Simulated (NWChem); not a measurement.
The numbers come from NWChem runs, not from measurements. System: fluorine (F₂), charge 0, spin multiplicity 1, at a geometry optimised with PBE0/def2-SVP. Level: TD-B3LYP/6-31G* (spherical d), VWN1-RPA local correlation.

The NWChem input:

```
start mol
memory heap 200 mb stack 800 mb global 1000 mb
geometry units angstroms nocenter noautoz noautosym
  F      0.000000     0.000000     0.688226
  F      0.000000     0.000000    -0.688226
end
basis spherical
  * library 6-31g*
end
dft
  xc b3lyp
  semidirect memsize 60000000 filesize 0
  iterations 100
end
tddft
  rpa
  nroots 10
  notriplet
end
task tddft energy
```

NWChem printed:

```
             Northwest Computational Chemistry Package (NWChem) 7.3.0
             --------------------------------------------------------

                                NWChem Input Module
                                -------------------

 Scaling coordinates for geometry "geometry" by  1.889725989
 (inverse scale =  0.529177249)

                             Geometry "geometry" -> ""
                             -------------------------

 Output coordinates in angstroms (scale by  1.889725989 to convert to a.u.)

  No.       Tag          Charge          X              Y              Z
 ---- ---------------- ---------- -------------- -------------- --------------
    1 F                    9.0000     0.00000000     0.00000000     0.68822600
    2 F                    9.0000     0.00000000     0.00000000    -0.68822600

 Effective nuclear repulsion energy (a.u.)      31.1404663359

            Nuclear Dipole moment (a.u.)
            ----------------------------
        X                 Y               Z
 ---------------- ---------------- ----------------
     0.0000000000     0.0000000000     0.0000000000


 Summary of "ao basis" -> "" (spherical)
 ------------------------------------------------------------------------------
       Tag                 Description            Shells   Functions and Types
 ---------------- ------------------------------  ------  ---------------------
 *                           6-31g*                   on all atoms

                                 NWChem DFT Module
                                 -----------------

 Summary of "ao basis" -> "ao basis" (spherical)
 ------------------------------------------------------------------------------
       Tag                 Description            Shells   Functions and Types
 ---------------- ------------------------------  ------  ---------------------
 F                           6-31g*                  6       14   3s2p1d

 Summary of "ao basis" -> "ao basis" (spherical)
 ------------------------------------------------------------------------------
       Tag                 Description            Shells   Functions and Types
[...]
  ----------------------------------------------------------------------------
  Root   8 singlet a              1.348171950 a.u.               36.6856 eV
  ----------------------------------------------------------------------------
     Transition Moments    X  0.00000   Y  0.00000   Z -0.00000
     Transition Moments   XX -0.00000  XY -0.00000  XZ  0.00000
     Transition Moments   YY  0.00000  YZ  0.00000  ZZ  0.00000
     Dipole Oscillator Strength                    0.0000000000
     Electric Quadrupole                           0.0000000000
     Magnetic Dipole                               0.0000000000
     Total Oscillator Strength                     0.0000000000

          sigma_e =   1.0968 Angstrom
          sigma_h =   0.9472 Angstrom
         |d_h->e| =   0.0000 Angstrom
            d_exc =   1.3889 Angstrom
            d_CD1 =   0.1497 Angstrom
            d_CD2 =  -1.0220 Angstrom
            d_CD3 =   1.3889 Angstrom
     Pearson C.C. =   0.0823

     Occ.    6  a   ---  Virt.   15  a   -0.06732 X
     Occ.    7  a   ---  Virt.   16  a    0.06732 X
     Occ.    8  a   ---  Virt.   11  a    0.70370 X
     Occ.    9  a   ---  Virt.   12  a   -0.70370 X
  ----------------------------------------------------------------------------
  Root   9 singlet a              1.353072974 a.u.               36.8190 eV
  ----------------------------------------------------------------------------
     Transition Moments    X  0.00000   Y  0.00000   Z  0.00000
     Transition Moments   XX -0.00000  XY  0.00000  XZ  0.00000
     Transition Moments   YY  0.00000  YZ  0.00000  ZZ -0.00000
     Dipole Oscillator Strength                    0.0000000000
     Electric Quadrupole                           0.0000000000
     Magnetic Dipole                               0.0000000000
     Total Oscillator Strength                     0.0000000000

          sigma_e =   1.0961 Angstrom
          sigma_h =   0.9472 Angstrom
         |d_h->e| =   0.0000 Angstrom
            d_exc =   1.3885 Angstrom
            d_CD1 =   0.1489 Angstrom
            d_CD2 =  -1.0216 Angstrom
            d_CD3 =   1.3885 Angstrom
     Pearson C.C. =   0.0822

     Occ.    6  a   ---  Virt.   15  a   -0.06096 X
     Occ.    7  a   ---  Virt.   16  a   -0.06096 X
     Occ.    8  a   ---  Virt.   11  a    0.70423 X
     Occ.    9  a   ---  Virt.   12  a    0.70423 X
  ----------------------------------------------------------------------------
  Root  10 singlet a              1.353073033 a.u.               36.8190 eV
  ----------------------------------------------------------------------------
     Transition Moments    X -0.00000   Y -0.00000   Z  0.00000
     Transition Moments   XX -0.00000  XY -0.00000  XZ -0.00000
     Transition Moments   YY  0.00000  YZ -0.00000  ZZ  0.00000
     Dipole Oscillator Strength                    0.0000000000
     Electric Quadrupole                           0.0000000000
     Magnetic Dipole                               0.0000000000
     Total Oscillator Strength                     0.0000000000

          sigma_e =   1.0961 Angstrom
          sigma_h =   0.9472 Angstrom
         |d_h->e| =   0.0000 Angstrom
            d_exc =   1.3885 Angstrom
            d_CD1 =   0.1489 Angstrom
            d_CD2 =  -1.0216 Angstrom
            d_CD3 =   1.3885 Angstrom
     Pearson C.C. =   0.0822

     Occ.    6  a   ---  Virt.   16  a   -0.06096 X
     Occ.    7  a   ---  Virt.   15  a    0.06096 X
     Occ.    8  a   ---  Virt.   12  a    0.70423 X
     Occ.    9  a   ---  Virt.   11  a   -0.70423 X

              Target root =      1
          Target symmetry = none
      Ground state energy =   -199.494800677907
        Excitation energy =      0.180569704486
     Excited state energy =   -199.314230973421

  stored tddft:energy   -199.31423097342054

 Task  times  cpu:        8.8s     wall:        8.8s

 Total times  cpu:        8.9s     wall:        8.9s
```
